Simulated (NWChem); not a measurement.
System: NH$_{2}$, doublet; SMILES [NH2]

Input file for NWChem:

```
start job
memory heap 200 mb stack 900 mb global 1100 mb
geometry units angstroms noautoz
  N      0.000000     0.000000     0.166678
  H      0.804064     0.000000    -0.471843
  H     -0.804064     0.000000    -0.471843
end
basis spherical
  N library def2-svpd
  H library def2-svpd
end
dft
  odft
  mult 2
  xc slater vwn_5
  iterations 150
end
tddft
  cis
  nroots 8
end
task tddft energy
```

In the optimisation the excess spin sits in b2 (C2v, its own frame). The geometry was optimised at PBE0-D3(BJ)/def2-TZVP, spin-unrestricted. No stability test was run on the SCF state.

Vertical excitations in the gas phase. Excited states of an open shell can be spin-contaminated.

Task: Give the results of this calculation. (LDA (Slater exchange, VWN5)/def2-SVPD, spin-unrestricted, TDA.) Quantities: lowest excitation (eV); oscillator strength of that lowest state; lowest state with f > 0.02 (eV); oscillator strength of that bright state; lowest empty minus highest occupied level, either spin (eV).

Result: 
```json
{
  "lowest excitation (eV)": "2.02",
  "oscillator_strength_of_that_lowest_state": "0.002",
  "lowest state with f > 0.02 (eV)": "7.39",
  "oscillator_strength_of_that_bright_state": "0.022",
  "lowest empty minus highest occupied level, either spin (eV)": "1.92"
}
```
